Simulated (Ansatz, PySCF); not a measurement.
nitrogen trifluoride cation (F3N), SMILES FN(F)F (connectivity only; charge and spin as stated), charge +1, multiplicity 2. Atoms are numbered in the order given.

```xyz
4

F      1.0672     0.6162    -0.0649
N      0.0000     0.0000     0.2553
F     -1.0672     0.6162    -0.0649
F      0.0000    -1.2323    -0.0649
```
Charge +1, spin multiplicity 2.

Coordinates come from a PBE0-D3(BJ)/def2-TZVP optimisation. The multiplicity is an assumed one; other spin states were not compared.

Two levels are set side by side: PBE-D3(BJ)/def2-TZVP (Ansatz, an electronic-structure program) and PBE0-D3(BJ)/def2-TZVP (Ansatz). Each level has its own optimised geometry; the coordinates shown are those of the second. Frequencies come from the Hessian of PySCF at each geometry. Differences are taken from unrounded values.

```csv
quantity,PBE0-D3(BJ),PBE-D3(BJ),PBE-D3(BJ) minus PBE0-D3(BJ)
mean bond length (Å),1.273,1.302,0.029
bond F1–N2 (Å),1.273,1.302,0.029
bond N2–F3 (Å),1.273,1.302,0.029
bond N2–F4 (Å),1.273,1.302,0.029
highest harmonic wavenumber (cm⁻¹),1308,1150,-158
mean harmonic wavenumber (cm⁻¹),904,817,-87
zero-point energy (kcal/mol),7.75,7.01,-0.75
```

Exact exchange shortens and stiffens bonds; PBE has none. Differences between two approximate levels are no errors against the true value.
